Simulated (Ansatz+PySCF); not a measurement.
Values are calculated unless marked as measured or tabulated.
## PySCF 2.14.0 run

```python
from pyscf import gto, scf, mp

# the (T+d) and (D+d) sets load through basis_set_exchange
mol = gto.M(atom="""
Si 0.000000 0.000000 -0.786490
O 0.000000 0.000000 0.786490
""", basis={'O': 'cc-pvtz', 'Si': 'cc-pv(t+d)z'}, charge=1, spin=1)
mf = scf.UHF(mol)
mf.kernel()
pt = mp.MP2(mf, frozen=6).run()
print(mf.e_tot, pt.e_corr, pt.e_tot)
```

The script is written out from the run's settings.

The run gave:

```yaml
Converged: yes
Reference_energy: -363.46114 hartree
Correlation_energy: -0.27231 hartree
Total_energy: -363.73345 hartree
Spin_squared_of_the_determinant: 0.802
```

This is not the lowest solution: another run reaches a determinant 0.70 eV lower. Caution: MP2 on this radical cation hangs on the determinant chosen.
